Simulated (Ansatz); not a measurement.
Grey tin (α-Sn) was calculated with PBE (Ansatz, a program for electronic structure, plane waves, PAW).

Settings: plane-wave cutoff 520 eV, 10×10×10 k mesh, Fermi–Dirac smearing 0.01 eV, scalar-relativistic PAW data made under PBE.

Cell (relaxed at this level):

```cif
data_Sn2
_chemical_formula_sum 'Sn2'
_space_group_name_H-M_alt 'P 1'
_space_group_IT_number 1
_cell_length_a 4.70601
_cell_length_b 4.70601
_cell_length_c 4.70601
_cell_angle_alpha 60.000
_cell_angle_beta 60.000
_cell_angle_gamma 60.000
loop_
_space_group_symop_operation_xyz
  'x, y, z'
loop_
_atom_site_label
_atom_site_type_symbol
_atom_site_fract_x
_atom_site_fract_y
_atom_site_fract_z
_atom_site_occupancy
Sn1 Sn 0.00000 0.00000 0.00000 1
Sn2 Sn 0.25000 0.25000 0.25000 1
```

Q: Estimate the bulk modulus B0, width of the whole s-p valence band and pressure derivative B′ of the bulk modulus that the calculation returns.

A: 
bulk modulus B0: 35.1 GPa
width of the whole s-p valence band: 10.21 eV
pressure derivative B′ of the bulk modulus: 4.8

The run finds no gap.

Measured, for comparison: bulk modulus 42.8 GPa (0 K value with the zero-point phonon effect removed; as tabulated in Mejia-Rodriguez and Trickey (2018), arXiv:1807.09216). Computed (rounded) less measured: bulk modulus -18 %.

Spin–orbit coupling is not included; it can open a gap where bands touch, and shift volumes and moduli.

The result took very roughly 40 core-seconds.
